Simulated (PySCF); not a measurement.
## Basis-set dependence of BO⁻ at r²SCAN

PySCF, UKS reference; singlet, unpaired electrons none; De to B + O⁻ without counterpoise correction.

```
      basis     relativity  functions  Re (Å)  ωe (cm⁻¹)  De (eV)  μ (D)
  def2-SVPD  no relativity         43   1.240       1739     9.56   2.35
aug-pcseg-1  no relativity         46   1.242       1722     9.44   2.51
def2-TZVPPD  no relativity         77   1.237       1725     9.48   2.42
```

Q: How does each smaller set differ from the one with most functions, def2-TZVPPD?

A: def2-SVPD: +0.3 pm, +0.8 % in ωe, +0.08 eV in De; aug-pcseg-1: +0.5 pm, -0.2 % in ωe, -0.04 eV in De. All at r²SCAN; the set with most functions is neither the basis-set limit nor always the best.

A positive dipole points towards O; it is taken about the centre of mass and depends on that origin. For an ion De counts to the pair picked by the measured ionisation energies or electron affinities, which need not be the lowest pair at this level. The highest Kohn–Sham level is positive in some of these anions. Much of that is self-interaction error, but it also means that the finite basis helps to hold the extra electron.
